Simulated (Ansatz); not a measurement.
Ansatz (a program for electronic structure) input (B3LYP-D3(BJ)/def2-TZVP):

Ansatz 0.2 input:
```yaml
crystal:
  periodic: [false, false, false]
  atoms:
    - {symbol: B, position_ang: [-0.09204277, 0.13541101, 0.33572135]}
    - {symbol: F, position_ang: [-1.10489359, -0.74593739, -0.07901131]}
    - {symbol: F, position_ang: [0.02219153, 1.21225224, -0.55982789]}
    - {symbol: F, position_ang: [1.13383693, -0.54154318, 0.45232733]}
basis:
  gaussian:
    orbitals: def2-TZVP
hamiltonian:
  xc: b3lyp
  dispersion: d3bj
total_charge: -1
magnetization: {spin_polarized: true, initial_magnetization: 1}
phonons: {temperatures: {t_min: 298.15, t_max: 298.15, t_step: 100}}
```

Output:

```
Functional definition: B3LYP
integrals: 0.03 GiB planned
637 factors; their error is unknown
mean field: 0.43 GiB planned
mean field evaluation 1: about -8834.8792 eV, gradient 7.5e0 eV
mean field evaluation 2: about -8835.0699 eV, gradient 6.6e0 eV
mean field evaluation 4: about -8835.1985 eV, gradient 7.4e-1 eV
mean field evaluation 8: about -8835.2288 eV, gradient 1.2e-1 eV
mean field evaluation 16: about -8835.2288 eV, gradient 2.7e-5 eV
mean field -8835.22883600 eV, -324.6886709900 hartree, gradient 2.7e-5 eV, S^2 0.751229; 0 other end points of the search recorded, 0 dependent functions left out
the calculation of the forces begins
reference -8835.22904573 eV, -324.6886786972 hartree; 17, 16 occupied and 107, 108 virtual orbitals, 637 factors
these checks for a lower state are left out or cut short: stability, starts, cluster_reference, orbital_swaps, neighbouring_geometries, increment
integrals: 0.03 GiB planned
637 factors; their error is unknown
mean field: 0.43 GiB planned
mean field -8835.22873440 eV, -324.6886672559 hartree, gradient 1.6e-6 eV, S^2 0.751229; 0 other end points of the search recorded, 0 dependent functions left out
the calculation of the forces begins
reference -8835.22894421 eV, -324.6886749665 hartree; 17, 16 occupied and 107, 108 virtual orbitals, 637 factors
these checks for a lower state are left out or cut short: stability, starts, cluster_reference, orbital_swaps, neighbouring_geometries, increment
integrals: 0.03 GiB planned
637 factors; their error is unknown
mean field: 0.43 GiB planned
mean field -8835.22873374 eV, -324.6886672317 hartree, gradient 7.9e-7 eV, S^2 0.751229; 0 other end points of the search recorded, 0 dependent functions left out
the calculation of the forces begins
reference -8835.22894337 eV, -324.6886749356 hartree; 17, 16 occupied and 107, 108 virtual orbitals, 637 factors
these checks for a lower state are left out or cut short: stability, starts, cluster_reference, orbital_swaps, neighbouring_geometries, increment
integrals: 0.03 GiB planned
637 factors; their error is unknown
mean field: 0.43 GiB planned
mean field evaluation 32: about -8835.2005 eV, gradient 1.8e-1 eV
mean field -8835.22874983 eV, -324.6886678232 hartree, gradient 1.1e-6 eV, S^2 0.751227; 0 other end points of the search recorded, 0 dependent functions left out
the calculation of the forces begins
reference -8835.22895970 eV, -324.6886755356 hartree; 17, 16 occupied and 107, 108 virtual orbitals, 637 factors
these checks for a lower state are left out or cut short: stability, starts, cluster_reference, orbital_swaps, neighbouring_geometries, increment
integrals: 0.03 GiB planned
637 factors; their error is unknown
mean field: 0.43 GiB planned
mean field -8835.22875433 eV, -324.6886679886 hartree, gradient 2.5e-6 eV, S^2 0.751230; 0 other end points of the search recorded, 0 dependent functions left out
the calculation of the forces begins
reference -8835.22896392 eV, -324.6886756906 hartree; 17, 16 occupied and 107, 108 virtual orbitals, 637 factors
these checks for a lower state are left out or cut short: stability, starts, cluster_reference, orbital_swaps, neighbouring_geometries, increment
integrals: 0.03 GiB planned
637 factors; their error is unknown
mean field: 0.43 GiB planned
mean field -8835.22875188 eV, -324.6886678984 hartree, gradient 2.0e-6 eV, S^2 0.751228; 0 other end points of the search recorded, 0 dependent functions left out
the calculation of the forces begins
reference -8835.22896163 eV, -324.6886756068 hartree; 17, 16 occupied and 107, 108 virtual orbitals, 637 factors
these checks for a lower state are left out or cut short: stability, starts, cluster_reference, orbital_swaps, neighbouring_geometries, increment
integrals: 0.03 GiB planned
637 factors; their error is unknown
mean field: 0.43 GiB planned
mean field -8835.22876774 eV, -324.6886684812 hartree, gradient 1.4e-6 eV, S^2 0.751230; 0 other end points of the search recorded, 0 dependent functions left out
the calculation of the forces begins
reference -8835.22897743 eV, -324.6886761873 hartree; 17, 16 occupied and 107, 108 virtual orbitals, 637 factors
these checks for a lower state are left out or cut short: stability, starts, cluster_reference, orbital_swaps, neighbouring_geometries, increment
integrals: 0.03 GiB planned
637 factors; their error is unknown
mean field: 0.43 GiB planned
mean field -8835.22882308 eV, -324.6886705151 hartree, gradient 1.9e-6 eV, S^2 0.751229; 0 other end points of the search recorded, 0 dependent functions left out
the calculation of the forces begins
reference -8835.22903277 eV, -324.6886782210 hartree; 17, 16 occupied and 107, 108 virtual orbitals, 637 factors
these checks for a lower state are left out or cut short: stability, starts, cluster_reference, orbital_swaps, neighbouring_geometries, increment
integrals: 0.03 GiB planned
637 factors; their error is unknown
mean field: 0.43 GiB planned
mean field evaluation 64: about -8835.2007 eV, gradient 1.3e-1 eV
mean field -8835.22882156 eV, -324.6886704591 hartree, gradient 2.3e-6 eV, S^2 0.751228; 0 other end points of the search recorded, 0 dependent functions left out
the calculation of the forces begins
reference -8835.22903132 eV, -324.6886781675 hartree; 17, 16 occupied and 107, 108 virtual orbitals, 637 factors
these checks for a lower state are left out or cut short: stability, starts, cluster_reference, orbital_swaps, neighbouring_geometries, increment
integrals: 0.03 GiB planned
637 factors; their error is unknown
mean field: 0.43 GiB planned
mean field -8835.22882175 eV, -324.6886704662 hartree, gradient 1.7e-6 eV, S^2 0.751229; 0 other end points of the search recorded, 0 dependent functions left out
the calculation of the forces begins
reference -8835.22903144 eV, -324.6886781723 hartree; 17, 16 occupied and 107, 108 virtual orbitals, 637 factors
these checks for a lower state are left out or cut short: stability, starts, cluster_reference, orbital_swaps, neighbouring_geometries, increment
integrals: 0.03 GiB planned
637 factors; their error is unknown
mean field: 0.43 GiB planned
mean field -8835.22882134 eV, -324.6886704509 hartree, gradient 1.5e-6 eV, S^2 0.751229; 0 other end points of the search recorded, 0 dependent functions left out
the calculation of the forces begins
reference -8835.22903109 eV, -324.6886781593 hartree; 17, 16 occupied and 107, 108 virtual orbitals, 637 factors
these checks for a lower state are left out or cut short: stability, starts, cluster_reference, orbital_swaps, neighbouring_geometries, increment
integrals: 0.03 GiB planned
637 factors; their error is unknown
mean field: 0.43 GiB planned
mean field -8835.22878673 eV, -324.6886691791 hartree, gradient 2.5e-6 eV, S^2 0.751229; 0 other end points of the search recorded, 0 dependent functions left out
the calculation of the forces begins
reference -8835.22899639 eV, -324.6886768839 hartree; 17, 16 occupied and 107, 108 virtual orbitals, 637 factors
these checks for a lower state are left out or cut short: stability, starts, cluster_reference, orbital_swaps, neighbouring_geometries, increment
integrals: 0.03 GiB planned
637 factors; their error is unknown
mean field: 0.43 GiB planned
mean field -8835.22877296 eV, -324.6886686733 hartree, gradient 1.4e-6 eV, S^2 0.751228; 0 other end points of the search recorded, 0 dependent functions left out
the calculation of the forces begins
reference -8835.22898275 eV, -324.6886763828 hartree; 17, 16 occupied and 107, 108 virtual orbitals, 637 factors
these checks for a lower state are left out or cut short: stability, starts, cluster_reference, orbital_swaps, neighbouring_geometries, increment
integrals: 0.03 GiB planned
637 factors; their error is unknown
mean field: 0.43 GiB planned
mean field evaluation 96: about -8835.2288 eV, gradient 4.8e-5 eV
mean field -8835.22879927 eV, -324.6886696400 hartree, gradient 1.6e-6 eV, S^2 0.751228; 0 other end points of the search recorded, 0 dependent functions left out
the calculation of the forces begins
reference -8835.22900910 eV, -324.6886773510 hartree; 17, 16 occupied and 107, 108 virtual orbitals, 637 factors
these checks for a lower state are left out or cut short: stability, starts, cluster_reference, orbital_swaps, neighbouring_geometries, increment
integrals: 0.03 GiB planned
637 factors; their error is unknown
mean field: 0.43 GiB planned
mean field -8835.22880685 eV, -324.6886699184 hartree, gradient 2.9e-6 eV, S^2 0.751230; 0 other end points of the search recorded, 0 dependent functions left out
the calculation of the forces begins
reference -8835.22901647 eV, -324.6886776218 hartree; 17, 16 occupied and 107, 108 virtual orbitals, 637 factors
Total energy: -8835.28392839 eV, -324.6906955979 hartree
Atom 0 at    -0.092043     0.135411     0.335721 Å, force    -0.000259     0.000425     0.001021 eV/Å
Atom 1 at    -1.104894    -0.745937    -0.079011 Å, force     0.000186    -0.000080    -0.000344 eV/Å
Atom 2 at     0.022192     1.212252    -0.559828 Å, force     0.000071    -0.000226    -0.000308 eV/Å
Atom 3 at     1.133837    -0.541543     0.452327 Å, force     0.000003    -0.000118    -0.000370 eV/Å
Dipole moment:     0.074831    -0.110078    -0.272923 e Å
Vibrations: 408.07 408.08 596.82 859.23 1041.10 1041.12 cm⁻¹, zero-point energy 0.269939 eV
```
